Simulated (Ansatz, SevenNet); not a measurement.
## hcp Re: properties by level of theory

Reference values: lattice constant a 2.761 Å (measured, 293 K, no zero-point or thermal correction; as tabulated in Wikipedia's data pages); lattice parameter c 4.458 Å (measured, 293 K, no zero-point or thermal correction; as tabulated in Wikipedia's data pages).

| level (code) | lattice parameter a (Å) | lattice parameter c (Å) |
|---|---|---|
| SevenNet-0 | 2.796 | 4.458 |
| BLYP (Ansatz) | 2.813 | 4.530 |
| revPBE (Ansatz) | 2.782 | 4.494 |
| PBE-D3(BJ) (Ansatz) | 2.757 | 4.454 |
| PBE0 (Ansatz) | 2.750 | 4.444 |
| r²SCANh (Ansatz) | 2.747 | 4.463 |

Differences from the reference values (errors of the level alone only where the reference is corrected to a static lattice):

| level | lattice constant a (%) | lattice parameter c (%) |
|---|---|---|
| SevenNet-0 | +1.27 | 0.00 |
| BLYP | +1.88 | +1.62 |
| revPBE | +0.76 | +0.81 |
| PBE-D3(BJ) | -0.14 | -0.09 |
| PBE0 | -0.40 | -0.31 |
| r²SCANh | -0.51 | +0.11 |

Nearest: lattice constant a, not ranked (reference at room or unstated temperature); lattice parameter c, not ranked (reference at room or unstated temperature).

Machine-learned potentials (SevenNet-0) are trained on DFT data: a solid inside that data is no test of them.

Ansatz's density-functional and Hartree–Fock values are scalar-relativistic unless marked +SOC, with PAW data made under PBE.

Differences are worked out from the printed values.

The computed numbers hold no vibrational or temperature effects.

Ansatz is an electronic-structure program.
